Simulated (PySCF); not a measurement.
**Isomers of C3H4: computed energies against enthalpies of formation**

**What was measured.**

CRC Handbook of Chemistry and Physics lists, for the gas at 298.15 K: enthalpy of formation of `C#CC` 184.9 kJ/mol; enthalpy of formation of `C=C=C` 190.5 kJ/mol.

The results are set against them at the end.

Differences of these values give the isomerisation enthalpies. Geometries: PBE0-D3(BJ)/def2-SVP; runs in PySCF, gas phase, with a dispersion term only where the level names one. Total electronic energies (Eh):

```csv
SMILES,PBE0-D3(BJ)/def2-SVP
C#CC,-116.42185
C=C=C,-116.42490
```

Geometry of `C#CC` (Å):
```
atom  x, y, z in Å
C1     1.6959    0.2230   -0.1377
C2     0.4988    0.0661   -0.0465
C3    -0.9369   -0.1285    0.0646
H4     2.7587    0.3557   -0.2164
H5    -1.2786   -0.9358   -0.6018
H6    -1.4840    0.7875   -0.2067
H7    -1.2204   -0.3992    1.0936
```

Geometry of `C=C=C` (Å):
```
atom  x, y, z in Å
C1    -1.2871   -0.0463   -0.0392
C2     0.0205   -0.0431   -0.0467
C3     1.3281   -0.0399   -0.0542
H4    -1.8517    0.5899    0.6504
H5    -1.8566   -0.6851   -0.7223
H6     1.8898    0.6479   -0.6950
H7     1.9006   -0.7248    0.5799
```

Zero-point and thermal terms are left out, so the computed numbers are electronic energies.

**Comparison with experiment**

Relative to `C#CC`, the lowest by measurement, in kJ/mol (measured: enthalpies at 298.15 K; computed: electronic energies):

| SMILES | measured | PBE0-D3(BJ)/def2-SVP |
| --- | --- | --- |
| C#CC | 0.0 | 0.0 |
| C=C=C | 5.6 | -8.0 |

Measured values: 184.9 kJ/mol (298.15 K; CRC Handbook of Chemistry and Physics) for the first row; the others come from the same table. Unsigned miss: PBE0-D3(BJ)/def2-SVP 13.6 kJ/mol. PBE0-D3(BJ)/def2-SVP puts another isomer lowest. Where a level misses, the cause wasn't examined.
